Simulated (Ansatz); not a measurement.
**CH2Al (doublet): the correlation ladder, cc-pVTZ**

The task here is to estimate one member of a computed series from the others.

Computed with Ansatz 0.2.0, Gaussian basis. Level: cc-pVTZ, core rule «outside noble gas», up to 6 orbitals frozen.

Plan: UHF; CCSD(T) on ROHF; CCSD(T) on UHF; BCCD(T) on ROHF; CCSDT(Q) on ROHF; CCSDT(Q) on UHF; CASSCF and MRCISD+Q, 9 electrons in 10 orbitals; CASSCF and NEVPT2, 9 electrons in 10 orbitals.

7 further runs of the same task are left out: 2 for a known fault of the program, 5 set aside as unsound or not needed.

### The geometry

The geometry is a PBE0/def2-TZVP stationary point (not a proven minimum).

4 atoms, charge 0, spin multiplicity 2.

Atoms are counted from 1 here; the program's logs count them from 0.

Bond lengths: Al1–C2 1.836 Å, Al1–H3 1.585 Å, C2–H4 1.088 Å. Angles: C2–Al1–H3 133.0°, Al1–C2–H4 142.5°.

Set-up of the first run:

File in.yaml:

```yaml
crystal:
  periodic: [false, false, false]
  atoms:
    - {symbol: Al, position_ang: [0.000000, -0.107766, 0.567543]}
    - {symbol: C, position_ang: [0.000000, 0.196499, -1.243154]}
    - {symbol: H, position_ang: [0.000000, 0.856616, 1.824835]}
    - {symbol: H, position_ang: [0.000000, -0.313339, -2.203862]}
basis:
  gaussian: {orbitals: cc-pVTZ}
magnetization: {spin_polarized: true, initial_magnetization: 1}
hamiltonian: {xc: hf}
output: {orbitals: {seedname: orbitals}}
```

Launch:

```console
$ ansatz run in.yaml --threads 1 --pin off --events-out ev --progress --plain --max-ram 2816MiB --backend cpu
```

Steps of the session up to this table: UHF; CCSD(T) on ROHF; CCSD(T) on UHF; BCCD(T) on ROHF; CCSDT(Q) on ROHF; CCSDT(Q) on UHF; CASSCF and MRCISD+Q, 9 electrons in 10 orbitals; CASSCF and NEVPT2, 9 electrons in 10 orbitals.

One of the session's tables, all rows but one given; the rest of the session is left out.

```
          method  from RCCSDT(Q) (meV)
            ROHF               +7224.9
             UHF               +6092.9
            RMP2               +1211.6
            UMP2               +1494.6
           RCCSD                +442.6
           UCCSD                +426.8
        RCCSD(T)                 +74.7
        UCCSD(T)                +154.5
         BCCD(T)                 +90.2
          RCCSDT                 +34.7
          UCCSDT                 +32.1
       RCCSDT(Q)                     0
       UCCSDT(Q)                     ?
  CASSCF valence               +3987.2
  NEVPT2 valence                +956.7
  MRCISD valence                +280.5
MRCISD+Q valence                 +48.6
```

Estimate the missing values for UCCSDT(Q).

**Answer.** from RCCSDT(Q) (meV): -5.6. In the column «from RCCSDT(Q) (meV)» it is the lowest.

Among the levels timed on like hardware and quicker than the yardstick, those that no quicker one beats, quickest first: RCCSD(T) (6 s, +74.7 meV).

With the free atoms at the same levels and basis (separate runs), the atomisation energy is 9.929 eV at RCCSDT(Q), 9.881 eV at RCCSD(T), 9.799 eV at UCCSD(T), 6.813 eV at ROHF.

Limits of these values: The determinant is far from a pure spin state, so its energy mixes those of several spin states (harmless only where they are near-degenerate, as at dissociation). Of the multireference levels listed MRCISD+Q valence comes nearest in total energy (+48.6 meV), which doesn't show that its space is the better one. Restricted and unrestricted rows rest on different reference determinants; where their highest levels disagree by more than a few hundredths of an eV, they describe different states and don't form one ladder.
